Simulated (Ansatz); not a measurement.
A calculation with Ansatz (development build ahead of 0.2.0).

```yaml
crystal:
  periodic: [false, false, false]
  atoms:
    - { symbol: O, position_ang: [0.0, 0.0, -0.53164] }
    - { symbol: C, position_ang: [0.0, 1.06812, 0.17305] }
    - { symbol: C, position_ang: [0.0, -1.06812, 0.17305] }
    - { symbol: H, position_ang: [0.0, 1.85968, -0.45655] }
    - { symbol: H, position_ang: [-0.8236, 1.13424, 0.77242] }
    - { symbol: H, position_ang: [0.8236, 1.13424, 0.77242] }
    - { symbol: H, position_ang: [0.0, -1.85968, -0.45655] }
    - { symbol: H, position_ang: [0.8236, -1.13424, 0.77242] }
    - { symbol: H, position_ang: [-0.8236, -1.13424, 0.77242] }
basis:
  gaussian: { orbitals: cc-pVDZ }
hamiltonian:
  xc: hf
correlation:
  method: mp2
  frozen_orbitals: { C: 1, H: 0, O: 1 }
```

The input is written out in the form of the current development build from the run's settings.

Results

- Converged: yes
- Reference energy: -154.02296 hartree
- Correlation energy: -0.46519 hartree
- Total energy: -154.48815 hartree
- Spin squared of the determinant: 0.000

Caution: no unrestricted run beside it, a lower state can exist.
